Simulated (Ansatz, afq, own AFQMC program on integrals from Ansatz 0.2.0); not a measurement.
Two steps: Ansatz 0.2.0 writes the Fock matrix and Cholesky factors of the valence space, and afq projects on them the lowest state that overlaps trial and start.

```yaml
crystal:
  periodic: [false, false, false]
  atoms:
    - {symbol: Si, position_ang: [-0.000654, -0.093078, 1.769086]}
    - {symbol: Ge, position_ang: [-0.000135, 0.013219, -0.658153]}
    - {symbol: H, position_ang: [0.002033, 1.432640, 1.804104]}
    - {symbol: H, position_ang: [-0.031486, -1.361054, -1.353967]}
    - {symbol: H, position_ang: [1.269853, 0.747832, -1.142672]}
    - {symbol: H, position_ang: [-1.212415, 0.821483, -1.170072]}
basis:
  gaussian: {orbitals: cc-pVTZ}
magnetization: {spin_polarized: false, initial_magnetization: 2}
correlation: {method: ccsd_t, electrons: outside_noble_gas, hamiltonian_folder: ham}
```

```sh
$ ansatz run in.yaml --threads 1 --pin off --events-out ev --progress --plain --max-ram 16896MiB --backend cuda --devices 0, --max-vram 18GiB
```

Options of the walk:

```
--method phaseless --trial cisd --walkers 200 --populations 10 --least-time 60 --time-step 0.005 --steps-per-block 50 --equilibration-blocks 28 --max-blocks 4000 --target-error 0.00021 --factor-cut 1e-05 --start spin_pure --seed 3663 --release-times 0.24,0.51,0.99,1.62,2.4 --release-step 0.03 --release-every 3 --taylor-order 6
```

Times are imaginary, in 1/Eh. The walk had a cap of 198 s. With eight or more populations the least sampling time is a fifth of least-time, and the error comes from their spread. Filled inner d shells are frozen with the cores.

afq prints:

```
orbitals 114  electrons 7 5  factors 739 of 789
reference energy -2366.58844935 Eh
CCSD correlation -0.25282199 Eh in 13 cycles, weight of the determinant in the CISD state 0.8507
energy of the start -2366.841271 Eh
 block  time / (1/Eh)  mean weight  energy / Eh
     1     0.250  0.9994  -2366.836976
     2     0.500  1.0007  -2366.838321
     3     0.750  0.9981  -2366.840974
     4     1.000  0.9994  -2366.842947
     5     1.250  1.0005  -2366.843569
     7     1.750  1.0008  -2366.846631
     9     2.250  0.9995  -2366.850124
    15     3.750  0.9996  -2366.851502
    29     7.250  1.0004  -2366.849525
    43    10.750  1.0002  -2366.851567
    57    14.250  1.0013  -2366.851299
    71    17.750  0.9992  -2366.852611
    85    21.250  0.9995  -2366.853042
    99    24.750  0.9987  -2366.852344
   113    28.250  0.9998  -2366.852209
   127    31.750  0.9999  -2366.852690
   141    35.250  1.0005  -2366.854529
   155    38.750  1.0001  -2366.854568
   169    42.250  0.9996  -2366.852024
   183    45.750  1.0005  -2366.854144
   197    49.250  1.0003  -2366.852913
   211    52.750  1.0001  -2366.856415
   225    56.250  1.0000  -2366.853822
   232    58.000  1.0004  -2366.858516
   239    59.750  1.0007  -2366.851172
   253    63.250  1.0007  -2366.847745
   267    66.750  1.0000  -2366.851874
   281    70.250  1.0013  -2366.853404
   295    73.750  1.0001  -2366.852914
   302    75.500  0.9994  -2366.852128
error from the spread of 10 populations
released: time / (1/Eh)  energy / Eh  error  mean overlap
  0.24  -2366.851464  0.000931  0.9923
  0.51  -2366.852496  0.000245  0.9862
  0.99  -2366.852104  0.000295  0.9949
  1.62  -2366.852011  0.000214  0.9921
  2.40  -2366.852087  0.000395  0.9941
energy -2366.852244 +/- 0.000257 Eh
(rows thinned)
```

The run passed its tests (sampling time, drift between the halves within three errors, error under three times the target), which doesn't prove that it has relaxed, ending at its cap on processor time.

Against this walk (error 7.0 meV) on the same determinant: CCSD(T) 57.6 meV higher. The error is statistical and leaves out the bias of the constraint. None of these is a sure reference here. The released energies have errors that jump between times, so the bars are unsure (meV from the phaseless value at times in 1/Eh: 21 ± 25 at 0.24, -7 ± 7 at 0.51, 4 ± 8 at 0.99, 6 ± 6 at 1.62, 4 ± 11 at 2.40), so they give no level.

Cautions: constraint bias not in the error; error above the target (7.0 against 5.7 meV); no relativity below Rb; no spin-orbit coupling; inner d shell frozen; another spin lies lower (by 993 meV); so few walkers bias the energy.

The walk took 3.3 min on 1 × NVIDIA H100 80GB HBM3 with 2 threads of AMD EPYC 7R13 Processor (Zen 3) (shared host) (the card was shared). The log's last line is the phaseless energy.
